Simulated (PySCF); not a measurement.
Molecule: Isoyanoacetylene ([C-]#[N+]C#C, C$_{3}$HN).

Geometry:
```csv
atom,x (Å),y (Å),z (Å)
C1,2.271,-0.021,-0.842
N2,1.167,-0.009,-0.415
C3,-0.056,0.001,0.050
C4,-1.188,0.011,0.480
H5,-2.194,0.018,0.856
```

Spin–spin couplings on one PBE0-D3(BJ)/def2-SVP geometry, PySCF 2.14.0 with density-fitted response routines, gas phase, non-relativistic, equivalent pairs averaged; isotopes 13C, 1H, 15N; basis pcJ-1.

Task: How do the couplings (Hz) change with the functional? Times are CPU seconds on shared hosts with different chips, so compare them loosely; the GGAs took longer than the global hybrids here, which isn't the general rule, and the cause wasn't traced.

Result: 
| functional | functions | 1J(C4,H5) | 1J(C3,C4) | 1J(N2,C3) | 1J(C1,N2) | 2J(C3,H5) | 2J(C1,C3) | 2J(N2,C4) | core-s |
| --- | --- | --- | --- | --- | --- | --- | --- | --- | --- |
| LDA | 118 | 236.8 | 230.9 | -46.2 | 2.9 | 55.0 | -10.3 | -5.2 | 3.7 |
| PBE | 118 | 275.7 | 249.5 | -49.7 | 1.1 | 61.1 | -13.1 | -4.8 | 5.5 |
| KT2 | 118 | 306.4 | 234.1 | -42.1 | 10.2 | 68.2 | -17.5 | -3.1 | 5.8 |
| B3LYP | 118 | 297.8 | 268.7 | -59.3 | -7.6 | 62.6 | -11.0 | -4.5 | 4.7 |
| PBE0 | 118 | 283.2 | 263.2 | -57.8 | -5.8 | 59.2 | -11.8 | -3.5 | 5 |
| B97-2 | 118 | 272.2 | 260.2 | -57.1 | -8.1 | 56.9 | -14.7 | -3.3 | 4.8 |
| BHandHLYP | 118 | 318.1 | 296.2 | -72.0 | -17.6 | 58.1 | -12.2 | -0.7 | 4.8 |
| CAM-B3LYP | 118 | 292.8 | 270.0 | -61.5 | -9.7 | 62.2 | -8.8 | -4.5 | 5.9 | Left out for a near triplet instability: HF/pcJ-1.
